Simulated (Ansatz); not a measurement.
Results of PBE0 (PAW; Ansatz, a quantum-chemistry and plane-wave program) for cuprite Ag2O.

Settings: plane-wave cutoff 460 eV, 6×6×6 k mesh, Fermi–Dirac smearing 0.01 eV, no spin polarisation, scalar-relativistic PAW data made under PBE.

Response to compression and expansion:

| V (Å³/atom) | P (GPa) | direct gap at Γ (eV) |
|---|---|---|
| 17.468 | 3.83 | 1.900 |
| 17.836 | 1.99 | 1.864 |
| 18.179 | 0.48 | 1.832 |
| 18.751 | -1.69 | 1.785 |
| 19.208 | -3.15 | 1.752 |

A straight line through the gaps at Γ against ln V gives a volume deformation potential dE_g(Γ)/d ln V of -1.6 eV: the gap at Γ widens under compression.

Measured, for comparison: band gap 1.2 eV (temperature not stated, no zero-point or thermal correction, photoconductivity; as tabulated in He and Franchini (2017), arXiv:1706.08159).

Spin–orbit coupling is not included.
